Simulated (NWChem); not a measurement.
# C2H5NO (N-methylformamide) at 6 levels

Wanted: a comparison of 6 runs (HF/STO-3G, HF/3-21G, B3LYP/6-31G*, B2PLYP/cc-pVDZ, wB97X/cc-pVDZ, MP3/cc-pVDZ) of C2H5NO (N-methylformamide). 

Program for the calculation: NWChem 7.3.0.

2 further runs of the same task are left out: 2 set aside as unsound or not needed.

## (1) The system as given

C2H5NO has 9 atoms, charge 0, and is taken as a singlet. SMILES: `CNC=O`. Geometry: relaxed at PBE0-D4/def2-TZVP. This is one conformer, not always the lowest.

Bond lengths: C1–N2 1.441 Å, N2–C3 1.351 Å, C3–O4 1.209 Å, C1–H5 1.093 Å, C1–H6 1.093 Å, C1–H7 1.089 Å, N2–H8 1.005 Å, C3–H9 1.106 Å. Some angles: C1–N2–C3 122.9°, N2–C3–O4 125.5°, C1–N2–H8 119.4°, C3–N2–H8 117.6°, N2–C1–H5 111.3°, N2–C1–H6 111.3°, N2–C1–H7 107.5°, N2–C3–H9 112.0°, O4–C3–H9 122.5°, H5–C1–H6 108.9°.

## (2) Energy and gradient at HF/STO-3G (run 1)

m1.nw reads:

```
start m1
title "C2H5NO gradient"
memory total 2200 mb

geometry units angstrom noautosym nocenter noautoz
 C     -0.320000     0.595900    -0.882400
 N     -0.338700    -0.404500     0.154300
 C      0.657300    -0.546900     1.055200
 O      1.660900     0.125800     1.103700
 H     -0.361800     0.139400    -1.874400
 H     -1.155500     1.292800    -0.777800
 H      0.613100     1.148900    -0.787900
 H     -1.123200    -1.028900     0.223800
 H      0.456500    -1.368700     1.768300
end

basis spherical bse
 * library STO-3G
end

scf
 thresh 1e-08
 maxiter 80
end

task scf gradient
```

On the command line:

```sh
$ nwchem m1.nw > m1.out
```

Output:

```text
[...]
  functions       =    25
[...]
  wavefunction    = RHF
[...]
         Total SCF energy =   -205.264440950921
      One-electron energy =   -522.748411278275
      Two-electron energy =    195.479642364807
 Nuclear repulsion energy =    122.004327962548
        Time for solution =      2.0s
[...]
                         RHF ENERGY GRADIENTS
    atom               coordinates                        gradient
                 x          y          z           x          y          z
   1 C      -0.604712   1.126088  -1.667494    0.001203  -0.011238   0.012483
   2 N      -0.640050  -0.764394   0.291585    0.035888   0.002597   0.024591
   3 C       1.242117  -1.033491   1.994039   -0.030002   0.019704  -0.043417
   4 O       3.138646   0.237728   2.085691   -0.021324  -0.015337   0.000092
   5 H      -0.683703   0.263428  -3.542102    0.000371  -0.001912   0.000289
   6 H      -2.183578   2.443038  -1.469829   -0.000742  -0.000272   0.001844
   7 H       1.158591   2.171106  -1.488915    0.000282  -0.000611   0.000871
   8 H      -2.122540  -1.944339   0.422921    0.011815   0.006521   0.001929
   9 H       0.862660  -2.586468   3.341602    0.002509   0.000548   0.001317
[...]
```

It took 3.3 s on 1 thread of Intel Xeon Platinum 8375C at 2.90GHz (Ice Lake), shared host; peak memory 0.098 GiB.

## (3) Energy and forces at HF/3-21G (run 2)

input.nw reads:

```
start input
memory 2200 mb

geometry noautosym nocenter noautoz
  C       -0.320000       0.595900      -0.882400
  N       -0.338700      -0.404500       0.154300
  C        0.657300      -0.546900       1.055200
  O        1.660900       0.125800       1.103700
  H       -0.361800       0.139400      -1.874400
  H       -1.155500       1.292800      -0.777800
  H        0.613100       1.148900      -0.787900
  H       -1.123200      -1.028900       0.223800
  H        0.456500      -1.368700       1.768300
end

basis spherical bse
  * library 3-21G
end

scf
  thresh 1e-08
  maxiter 80
end

task scf gradient
```

On the command line:

```sh
$ nwchem input.nw > input.out
```

Output:

```text
[...]
  functions       =    46
[...]
  wavefunction    = RHF
[...]
         Total SCF energy =   -206.798563415804
      One-electron energy =   -523.050290387581
      Two-electron energy =    194.247399009230
 Nuclear repulsion energy =    122.004327962548
        Time for solution =      2.7s
[...]
                         RHF ENERGY GRADIENTS
    atom               coordinates                        gradient
                 x          y          z           x          y          z
   1 C      -0.604712   1.126088  -1.667494   -0.002266  -0.013655   0.012635
   2 N      -0.640050  -0.764394   0.291585    0.009360   0.017440  -0.011412
   3 C       1.242117  -1.033491   1.994039    0.007450   0.013302  -0.008347
   4 O       3.138646   0.237728   2.085691   -0.007356  -0.004596  -0.000689
   5 H      -0.683703   0.263428  -3.542102   -0.000039  -0.002981  -0.005469
   6 H      -2.183578   2.443038  -1.469829   -0.004776   0.003924   0.001064
   7 H       1.158591   2.171106  -1.488915    0.005926   0.003176   0.000944
   8 H      -2.122540  -1.944339   0.422921   -0.005274  -0.006062   0.002462
   9 H       0.862660  -2.586468   3.341602   -0.003025  -0.010548   0.008812
[...]
```

It took 4.2 s on 1 thread of Intel Xeon Platinum 8375C at 2.90GHz (Ice Lake), shared host; peak memory 0.095 GiB.

Runs 3 to 5 aren't shown in full; the table further down has their settings and results.

## (4) A single-point energy at MP3/cc-pVDZ (run 6)

mymol.nw reads:

```
start mymol
memory stack 880 mb heap 220 mb global 1100 mb
geometry units angstroms noautosym nocenter noautoz
C     -0.320000     0.595900    -0.882400
N     -0.338700    -0.404500     0.154300
C      0.657300    -0.546900     1.055200
O      1.660900     0.125800     1.103700
H     -0.361800     0.139400    -1.874400
H     -1.155500     1.292800    -0.777800
H      0.613100     1.148900    -0.787900
H     -1.123200    -1.028900     0.223800
H      0.456500    -1.368700     1.768300
end
basis "ao basis" spherical bse
C library cc-pVDZ
N library cc-pVDZ
O library cc-pVDZ
H library cc-pVDZ
end
scf
thresh 1e-08
maxiter 80
print medium
end
tce
scf
mbpt3
freeze core 4
maxiter 60
end
task tce energy
```

On the command line:

```sh
$ nwchem mymol.nw > mymol.out
```

Output:

```text
[...]
  functions       =    81
[...]
  wavefunction    = RHF
[...]
         Total SCF energy =   -207.979799197154
      One-electron energy =   -524.784752851871
      Two-electron energy =    194.800625692170
 Nuclear repulsion energy =    122.004327962548
        Time for solution =     23.2s
[...]
         Wavefunction type : Restricted Hartree-Fock
          No. of electrons :    32
[...]
         Spin multiplicity : singlet
[...]
```

It took 50 s on 1 thread of Intel Xeon Platinum 8375C at 2.90GHz (Ice Lake), shared host; peak memory 1.1 GiB.

## (5) Overview of the runs

| run | level | Cartesian functions | iteration cap | energy (Eh) | dipole moment (D) | HOMO energy (eV) | LUMO energy (eV) | wall time |
| --- | --- | --- | --- | --- | --- | --- | --- | --- |
| 1 | HF/STO-3G | no | 80 | -205.264441 | 2.75 | -7.89 | 9.27 | 3.3 s |
| 2 | HF/3-21G | no | 80 | -206.798563 | 3.96 | -10.32 | 5.84 | 4.2 s |
| 3 | B3LYP/6-31G* (Cartesian functions) | yes | 100 | -209.199966 | 3.79 | -6.84 | 1.01 | 61 s |
| 4 | B2PLYP/cc-pVDZ | no | 100 | -209.002297 | 3.86 | -8.41 | 2.69 | 59 s |
| 5 | wB97X/cc-pVDZ | no | 100 | -209.158109 | 3.78 | -9.58 | 3.57 | 2.1 min |
| 6 | MP3/cc-pVDZ | no | 80 | -208.624774 | – | -10.57 | 4.69 | 50 s |

## (6) What came out

| quantity | value |
| --- | --- |
| run 6: total energy | -208.62477 Eh |
| run 6: HOMO energy (Hartree–Fock orbitals) | -10.57 eV |
| run 6: LUMO energy (Hartree–Fock orbitals) | 4.69 eV |
| run 6: HOMO–LUMO gap (Hartree–Fock orbitals) | 15.26 eV |
| run 6: correlation energy (4 core orbitals frozen) | -645.0 mEh |

Over runs 1, 2, 3, 4, 5 the dipole moment (its size) runs from 2.75 D (HF/STO-3G) to 3.96 D (HF/3-21G). Over runs 1, 2, 3, 4, 5 the HOMO–LUMO gap runs from 7.85 eV (B3LYP/6-31G*) to 17.16 eV (HF/STO-3G). The two ends differ in method and basis. Totals of different functionals can't be ranked against each other. In run 1 the basis is minimal, so the values are rough. All runs together took 5.1 min, the longest 2.1 min.
